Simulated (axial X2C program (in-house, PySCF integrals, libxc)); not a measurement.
**Cl₂: from the spin-free to the two-component result**

All values were computed with an in-house relativistic program for diatomic molecules. Spin-free means the one-electron spin-free X2C Hamiltonian; two-component (2c) means X2C with spin–orbit coupling and atomic mean-field two-electron Coulomb and Gaunt terms, so the difference of the two also holds small scalar two-electron terms. Basis: Cl dyall-v2z [6s6p1d] (cores contracted in-house); Gaussian nuclei, density fitting, unrestricted open shells. Masses: Cl 34.969 u.

Spin-free state: M_S = 0, Λ = 0 (closed shell); fragments Cl + Cl.

```
level  Re (Å)  ωe (cm⁻¹)  De (eV)
 PBE0   2.017      561.5    2.289
   HF   2.006      602.0    0.531
  MP2   2.026      558.6    1.931
 BLYP   2.083      486.3    2.330
PBE50   1.993      598.2    2.021
```

Correlated methods: 14 electrons correlated (number of frozen shells: Cl 2 s, 1 p), 66 virtual spin orbitals or spinors in MP2.

Two-component determinant lowest at the distance of the search:

Ω = 0 (closed shell); fragments Cl + Cl.

| level | Re (Å) | ωe (cm⁻¹) | De (eV) |
| --- | --- | --- | --- |
| PBE0 | 2.017 | 561.1 | 2.278 |
| HF | 2.007 | 601.6 | 0.412 |
| MP2 | 2.026 | 558.2 | 1.858 |
| BLYP | 2.083 | 485.8 | 2.313 |
| PBE50 | 1.993 | 597.8 | 1.996 |

Question: From the two tables, how do the constants change at the MP2 level (2c against spin-free)?

Answer: At the MP2 level Re is unchanged within 0.001 Å and ωe decreases by 0.4 cm⁻¹; De changes by -0.073 eV.

Occupations by symmetry block were frozen at the best pattern of an incomplete PBE0 search. Closed shells are restricted here (equal orbitals for both partners); the stretched side of such a curve lies too high. Dissociation energies refer to the lowest single-determinant-based atoms at the same level and basis. In 2c an atomic determinant is not the ground J level, so De misses part of the atomic spin–orbit lowering. This holds for PBE0, PBE50. The functionals have no current-density term, which raises determinants with orbital currents, atoms included.
